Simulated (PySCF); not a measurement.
C₅H₆S.
Atom-mapped SMILES: `[CH3:1][c:2]1[cH:3][cH:4][s:5][cH:6]1` (hydrogens: H7, H8, H9 on C1; H10 on C3; H11 on C4; H12 on C6)

The same species was optimised twice, with GFN2-xTB and with PBE0-D3(BJ)/def2-SVP (PySCF), and the same property calculations (PySCF, gas phase) were run on both structures.

```
  coordinate  GFN2-xTB  PBE0-D3(BJ)/def2-SVP  change
   C2–C6 (Å)     1.358                 1.373  +0.015
   C3–C4 (Å)     1.354                 1.368  +0.014
   C2–C3 (Å)     1.422                 1.431  +0.009
   C1–C2 (Å)     1.493                 1.496  +0.003
   C4–S5 (Å)     1.720                 1.717  -0.003
   S5–C6 (Å)     1.721                 1.718  -0.003
C4–S5–C6 (°)      90.8                  91.7    +0.9
C1–C2–C3 (°)     123.4                 124.1    +0.7
C3–C4–S5 (°)     112.0                 111.5    -0.5
C3–C2–C6 (°)     111.6                 111.2    -0.4
C1–C2–C6 (°)     125.0                 124.8    -0.2
C2–C6–S5 (°)     112.6                 112.4    -0.2
C2–C3–C4 (°)     113.0                 113.1    +0.1
```

Rotational constants: A = 7063, B = 2474, C = 1853 MHz (GFN2-xTB) against A = 6975, B = 2456, C = 1837 MHz (PBE0-D3(BJ)/def2-SVP). Point groups within 0.08 Å: Cs and Cs. Atoms that the bonding makes alike are paired by their places after alignment.

On the GFN2-xTB structure: HOMO (eV) -6.74 [PBE0/pcSseg-1]; LUMO (eV) -0.22 [PBE0/pcSseg-1]; dipole (D) 0.95 [PBE0/pcSseg-1]; GIAO shielding of C1 (ppm) 168.8 [PBE0/pcSseg-1]; GIAO shielding of C2 (ppm) 45.0 [PBE0/pcSseg-1]; GIAO shielding of C3 (ppm) 54.2 [PBE0/pcSseg-1]; GIAO shielding of C4 (ppm) 52.0 [PBE0/pcSseg-1]; GIAO shielding of S5 (ppm) 286.7 [PBE0/pcSseg-1]; GIAO shielding of C6 (ppm) 58.3 [PBE0/pcSseg-1].

Q: What do these properties become on the PBE0-D3(BJ)/def2-SVP structure?

A: 
```tsv
property	level	on GFN2-xTB	on PBE0-D3(BJ)/def2-SVP	change
HOMO (eV)	PBE0/pcSseg-1	-6.74	-6.72	+0.02
LUMO (eV)	PBE0/pcSseg-1	-0.22	-0.27	-0.05
dipole (D)	PBE0/pcSseg-1	0.95	0.92	-0.03
energy, GFN2-xTB geometry as zero (kcal/mol)	PBE0/pcSseg-1	0.0	-0.3	-0.3
GIAO shielding of C1 (ppm)	PBE0/pcSseg-1	168.8	167.0	-1.8
GIAO shielding of C2 (ppm)	PBE0/pcSseg-1	45.0	42.5	-2.5
GIAO shielding of C3 (ppm)	PBE0/pcSseg-1	54.2	51.1	-3.1
GIAO shielding of C4 (ppm)	PBE0/pcSseg-1	52.0	50.8	-1.2
GIAO shielding of S5 (ppm)	PBE0/pcSseg-1	286.7	284.8	-1.9
GIAO shielding of C6 (ppm)	PBE0/pcSseg-1	58.3	55.9	-2.4
```

The heavy atoms differ by 0.010 Å rms after alignment. Among bonds between heavy atoms C2–C6 and C3–C4 change most and about equally (+0.014 to +0.015 Å). Changes are differences of the printed values. Neither structure is proved a minimum here.
